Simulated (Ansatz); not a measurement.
Ideal-gas functions of AlH4NO, SMILES `[NH2][AlH][OH]` at 600 K and 1 bar, from an Ansatz frequency run at PBE0-D4/def2-TZVP.

Molar mass 61.02 g/mol, point group Cs (symmetry number 1), electronic degeneracy 1, moments of inertia 17.938, 78.752, 96.69 u Å². Harmonic wavenumbers (cm⁻¹, unscaled): 214, 288, 371, 387, 517, 540, 656, 715, 779, 916, 1563, 1950, 3616, 3708, 3975.

Use S(trans) = R[1.5 ln M + 2.5 ln T − 1.1517]; rotational temperatures θ = 24.2544 K / I; S(rot) = R[ln(√π/σ · √(T³/θAθBθC)) + 1.5]; for each mode x = 1.438777 ν̃/T, S = R[x/(eˣ − 1) − ln(1 − e⁻ˣ)] and H = RT x/(eˣ − 1); 1 cm⁻¹ = 0.0119627 kJ/mol; R = 8.31446 J/(mol·K).

Task: By hand: the entropy, in J/(mol·K).

Result: Translation 174.7. Rotation: θ = 1.3521, 0.308, 0.2508 K, giving 106.4. Vibration, mode by mode: 13.95, 11.56, 9.56, 9.23, 7.04, 6.72, 5.36, 4.78, 4.23, 3.26, 0.95, 0.44, 0.01, 0.01, 0.01, in all 77.1. Electronic 0.0. Sum 358.2 J/(mol·K).

Task: By hand: H − E and G − E in kJ/mol, counted from the electronic energy.

Result: Zero-point energy ½ × 20195 × 0.0119627 = 120.8; thermal vibration 26.1; translation, rotation and pV give 4 RT = 20.0. H − E = 166.9 kJ/mol, and G − E = 166.9 − 600 × 358.2/1000 = -48.0 kJ/mol.

Vibration gives 22 % of the entropy. The sum counts one conformer and one mirror image; others add a mixing term.
